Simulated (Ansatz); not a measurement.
Geometry optimisation, RKS revPBE/cc-pVDZ in Ansatz.

Input:

```yaml
crystal:
  periodic: [false, false, false]
  atoms:
    - { symbol: "N", position_ang: [-0.5081, 1.3937, 0.8378] }
    - { symbol: C, position_ang: [-0.125, 0.0472, 0.7788] }
    - { symbol: C, position_ang: [0.7044, -0.1583, -0.4336] }
    - { symbol: C, position_ang: [0.5863, -1.0754, -1.3562] }
    - { symbol: F, position_ang: [-0.5352, -1.9326, -1.3082] }
    - { symbol: H, position_ang: [-1.1161, 1.5939, 1.6648] }
    - { symbol: H, position_ang: [-1.1627, 1.6079, 0.0481] }
    - { symbol: H, position_ang: [-0.9564, -0.5933, 0.7749] }
    - { symbol: H, position_ang: [0.4672, -0.1551, 1.7209] }
    - { symbol: H, position_ang: [1.6084, 0.4861, -0.4963] }
    - { symbol: H, position_ang: [1.1026, -1.2709, -2.2104] }
basis:
  gaussian: { orbitals: cc-pVDZ }
hamiltonian:
  xc: revpbe
relax:
  f_tol: 0.015
  max_steps: 40
```

Command:

```bash
$ ansatz run input.yaml --threads 2 --pin off --max-ram 3072MiB --backend cpu --events-out ev --progress --plain --runs-dir out
```

Task: Where does it end, and by what steps?

Result: The run converged. After 11 steps the energy has fallen by 0.522 eV; F5 moved furthest, 0.13 Å.

| step | energy less start (eV) | largest force component (eV/Å) | accepted |
| --- | --- | --- | --- |
| 0 | 0.0000 | 3.747 | yes |
| 1 | -0.4265 | 1.403 | yes |
| 2 | -0.4674 | 1.240 | yes |
| 3 | -0.4994 | 0.306 | yes |
| 4 | -0.5178 | 0.174 | yes |
| 5 | -0.5198 | 0.121 | yes |
| 6 | -0.5208 | 0.079 | yes |
| 7 | -0.5219 | 0.045 | yes |
| 8 | -0.5221 | 0.041 | yes |
| 9 | -0.5222 | 0.015 | yes |
| 10 | -0.5223 | 0.015 | yes |
| 11 | -0.5223 | 0.008 | yes |

```xyz
11
Properties=species:S:1:pos:R:3
N -0.512 1.494 0.875
C -0.157 0.059 0.775
C 0.720 -0.171 -0.431
C 0.549 -1.128 -1.359
F -0.466 -2.040 -1.304
H -1.070 1.628 1.733
H -1.167 1.714 0.108
H -1.020 -0.649 0.744
H 0.425 -0.195 1.692
H 1.569 0.517 -0.574
H 1.194 -1.285 -2.238
```

The run took 23 s on 2 threads of Arm Neoverse V1 (shared host), peak memory 0.15 GiB.
